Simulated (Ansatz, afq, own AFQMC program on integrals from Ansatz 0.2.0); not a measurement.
Integrals from Ansatz 0.2.0, then the random walk in our own AFQMC program (afq).

```yaml
crystal:
  periodic: [false, false, false]
  atoms:
    - {symbol: O, position_ang: [0.000000, -0.064607, 0.000000]}
    - {symbol: H, position_ang: [0.000000, 0.512764, -0.821140]}
    - {symbol: H, position_ang: [0.000000, 0.512764, 0.821140]}
basis:
  gaussian: {orbitals: cc-pVDZ}
total_charge: 1
magnetization: {spin_polarized: true, initial_magnetization: 1}
correlation: {method: ccsd_t, electrons: outside_noble_gas, hamiltonian_folder: ham}
```

```sh
$ ansatz run in.yaml --threads 1 --pin off --events-out ev --progress --plain --max-ram 1843MiB
```

afq runs on the folder ham with

```
--method phaseless --trial cisd --walkers 110 --populations 1 --least-time 40 --time-step 0.005 --steps-per-block 50 --equilibration-blocks 28 --max-blocks 300 --target-error 0.00032 --factor-cut 1e-05 --start spin_pure --seed 4500 --release-times 0.24,0.51,0.99,1.62,2.4 --release-step 0.03 --release-every 4 --taylor-order 6
```

Times are imaginary, in 1/Eh. The walk had a cap of 534 s.

Output of the walk:

```
orbitals 23  electrons 4 3  factors 162 of 217
reference energy -75.63372607 Eh
CCSD correlation -0.17015299 Eh in 9 cycles, weight of the determinant in the CISD state 0.9539
energy of the start -75.803782 Eh
 block  time / (1/Eh)  mean weight  energy / Eh
     1     0.250  1.0008  -75.803466
     2     0.500  1.0010  -75.805178
     3     0.750  1.0002  -75.805120
     4     1.000  1.0001  -75.805243
     5     1.250  0.9994  -75.805811
    10     2.500  1.0006  -75.806122
    29     7.250  0.9996  -75.805674
    49    12.250  1.0015  -75.808430
    69    17.250  0.9995  -75.805106
    81    20.250  0.9986  -75.810605
    89    22.250  1.0011  -75.806998
   109    27.250  0.9991  -75.807710
   129    32.250  1.0007  -75.804184
   149    37.250  0.9975  -75.805954
   169    42.250  1.0011  -75.806831
   185    46.250  1.0000  -75.807082
blocks merged  error / Eh  count
     1  0.000117  160
     2  0.000140  80
     4  0.000157  40
     8  0.000145  20
    16  0.000140  10
released: time / (1/Eh)  energy / Eh  error  mean overlap
  0.24  -75.806609  0.000153  0.9993
  0.51  -75.806632  0.000152  1.0007
  0.99  -75.806846  0.000162  0.9879
  1.62  -75.806606  0.000122  0.9831
  2.40  -75.806338  0.000190  0.9795
energy -75.806706 +/- 0.000157 Eh
(rows thinned)
```

The run passed its tests (sampling time, drift between the halves within three errors, error under three times the target), which doesn't prove that it has relaxed.

Against this walk (error 4.3 meV) on the same determinant: CCSD(T) 16.6 meV higher, CCSDT(Q) 3.7 meV higher (within the noise), full CI 3.3 meV higher (within the noise). The error is statistical and leaves out the bias of the constraint. Released to 2.40 1/Eh the energy moves by 10 ± 7 meV (both errors), within twice the noise.

Cautions: constraint bias not in the error.

The walk took 2.2 min on 1 thread of Arm Neoverse V1 (shared host). The log's last line is the phaseless energy.

CCSDT and higher add their correlation energy to the determinant of the CCSD(T) run, since their own runs factorise the integrals more tightly (a shift of under 2 meV). A walk keeps the symmetry of its determinant, which the program's search chose and which needn't be the lowest solution, so a lower state of the same spin and another symmetry isn't excluded.
